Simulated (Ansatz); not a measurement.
# NO⁺, singlet: the ladder up to full CI

Geometry: a point of a stretch scan, not a stationary point.

```yaml
atoms:
  - { symbol: N, position_ang: [0.0000, 0.0000, 0.0000] }
  - { symbol: O, position_ang: [0.0000, 0.0000, 0.9290] }
```

Basis 6-31G; Ansatz 0.2.0. Correlated methods freeze the noble-gas cores, which leaves 10 electrons in 16 orbitals. R marks a restricted (for open shells ROHF) determinant. Active spaces: valence = (10e, 8o) chosen from the atoms' valence shells; pair = (2e, 2o) about the gap.

Full CI is exact within this basis and frozen core; it isn't the basis-set limit.

The UHF ⟨S²⟩ is 0.000. The T1 diagnostic (RCCSD) is 0.0117 and the largest doubles amplitude (RCCSD) is 0.090.

```csv
level,E − E(RHF) (eV)
RMP2,-5.9521
RCCSD,-5.7985
RCCSD(T),-5.9489
```

(1) Estimate how far full CI in 6-31G lies from RCCSD(T). The table doesn't fix it; the size of (T) and the diagnostics are the guide.

(1) Full CI in 6-31G lies 3.5 kJ/mol below RCCSD(T), which is 24 % of the (T) step (-14.5 kJ/mol). The diagnostics are small and one determinant leads, so the series closes fast and only a small part of (T) is left.

The other levels:

```csv
level,E − E(full CI) (kJ/mol),share of correlation (%),wall time
CISD,47.9,91.71,0.24 s
BCCD(T),3.5,99.39,0.15 s
RCCSDT,2.9,99.50,–
CISDTQ,2.2,99.62,1.1 s
RCCSDT(Q),-0.1,100.01,0.42 s
RCCSDTQ,0.3,99.95,3 s
CASSCF (pair space),494.3,14.42,–
NEVPT2 (pair space),14.0,97.57,0.15 s
MRCISD (pair space),39.6,93.15,–
MRCISD+Q (pair space),13.3,97.70,0.24 s
CASSCF (valence space),172.5,70.12,–
NEVPT2 (valence space),40.2,93.05,1.1 s
MRCISD (valence space),4.7,99.18,–
MRCISD+Q (valence space),1.4,99.76,1.7 s
```

The correlation energy at full CI, counted from RHF, is -5.985 eV. That run took 17 s on 1 thread of Arm Neoverse V2, shared host over 4,777,056 determinants.

Times hold each run's SCF and search for its determinant on a shared host, so for small cases they say little of a method's own cost; they ran on 1 thread of Arm Neoverse V2. Some runs computed forces too.

The full-CI state has the irrep A1 of C2v, in the program's axes (one component, if the state is degenerate).

Natural occupations of full CI about the gap: 1.991 1.982 1.970 1.948 1.948 0.057 0.057 0.015 0.010 0.007; effectively unpaired electrons, Σ n²(2−n)², 0.05.
